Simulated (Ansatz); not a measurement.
## Scan of [SiH$_{3}$···H···GeH$_{3}$], doublet

Starting geometry:

```yaml
atoms:
  - { symbol: Si, position_ang: [-2.7391, 0.0000, 0.0000] }
  - { symbol: H, position_ang: [-3.2339, 1.3997, 0.0000] }
  - { symbol: H, position_ang: [-3.2339, -0.6999, 1.2122] }
  - { symbol: H, position_ang: [-3.2339, -0.6999, -1.2122] }
  - { symbol: H, position_ang: [-1.2545, 0.0000, 0.0000] }
  - { symbol: Ge, position_ang: [1.1439, 0.0000, 0.0000] }
  - { symbol: H, position_ang: [1.6126, -1.4659, 0.0000] }
  - { symbol: H, position_ang: [1.6126, 0.7330, -1.2695] }
  - { symbol: H, position_ang: [1.6126, 0.7330, 1.2695] }
```

From there H5 is moved from one fragment to the other while all else, the fragments' distance too, stays fixed, so the hump isn't the reaction's barrier; atoms are numbered as listed. Energies are in kJ/mol, counted from the starting geometry at the same level. Kohn–Sham curves are unrestricted where that lies lower.

Basis cc-pVDZ; Ansatz 0.2.0. Only valence electrons are correlated (noble-gas cores and the filled d shells of p-block atoms frozen). Prefix R: restricted or restricted open-shell reference; prefix U: unrestricted. No spin–orbit coupling is included, and no scalar relativity.

In so small a basis the reference is far from its limit while semilocal and hybrid functionals are nearer theirs (RPA and double hybrids share much of the reference's basis error), so the functionals' errors here hold much of the reference's basis and frozen-core error, which can add to them or hide them.

Full CI isn't at hand for all of this; UCCSDT(Q) serves as the reference, and is uncertain by about the last step of the cluster series.

| distance Si1-H5 (Å) | UCCSDT(Q) | PBE | r2SCAN | PBE0 | B3LYP | r2SCANh | wB97M-V | B2PLYP | RPA-PBE |
| --- | --- | --- | --- | --- | --- | --- | --- | --- | --- |
| 1.485 | 0.0 | 0.0 | 0.0 | 0.0 | 0.0 | 0.0 | 0.0 | 0.0 | 0.0 |
| 1.609 | 9.8 | 0.3 | 3.6 | 4.0 | 4.9 | 4.6 | 8.2 | 7.7 | 9.8 |
| 1.857 | 46.8 | 20.0 | 28.8 | 30.3 | 32.4 | 31.7 | 44.7 | 40.7 | 45.1 |
| 2.105 | 43.1 | 19.7 | 27.3 | 28.1 | 31.6 | 29.7 | 44.6 | 38.3 | 42.2 |
| 2.353 | 24.1 | 16.6 | 17.0 | 17.5 | 22.0 | 17.5 | 28.8 | 23.2 | 25.0 |

(1) Judged by the spread of the error over the points with a reference (largest less smallest), which of these follows UCCSDT(Q) best and which worst?

Results:

(1) Subtracting the UCCSDT(Q) column from each: best RPA-PBE (errors from -1.7 to 0.8, spread 2.5 kJ/mol), worst PBE (from -26.8 to 0.0, spread 26.8 kJ/mol). Functionals and wave-function methods converge differently with the basis, so part of this is basis effect.
